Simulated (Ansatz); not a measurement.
Results of PBE (plane waves, PAW; Ansatz, a first-principles code) for wurtzite MgTe.

Numerical settings: plane-wave cutoff 520 eV, 12×12×6 k mesh (along the axes of the cell as run), Fermi–Dirac smearing 0.01 eV, scalar-relativistic PAW data made under PBE.

Shape and atoms are relaxed at each volume.

The direct gap at Γ against volume; x = 100 ln(V/34.482 Å³). One gap is withheld.

```csv
V (Å³/atom),x,gap (eV)
33.103,-4.08,?
33.793,-2.02,2.463
34.482,0.00,2.372
35.172,1.98,2.284
35.862,3.92,2.200
```

Q: Fit a straight line to the rows shown, give the volume deformation potential and predict the withheld gap.

A: Means of the 4 rows: x̄ = 0.970, ȳ = 2.3297 eV. Σ(x − x̄)(y − ȳ) = -0.8684 and Σ(x − x̄)² = 19.604, so the slope is -0.0443 eV per unit of x, and dE_g/d ln V = -4.4 eV. At x = -4.08: 2.3297 + (-0.0443) × (-4.08 − (0.970)) = 2.553 eV. The run gives 2.557 eV, 0.004 eV above the line.

Spin–orbit coupling is not included; with these elements it can move the gap by several tenths of an eV or more.
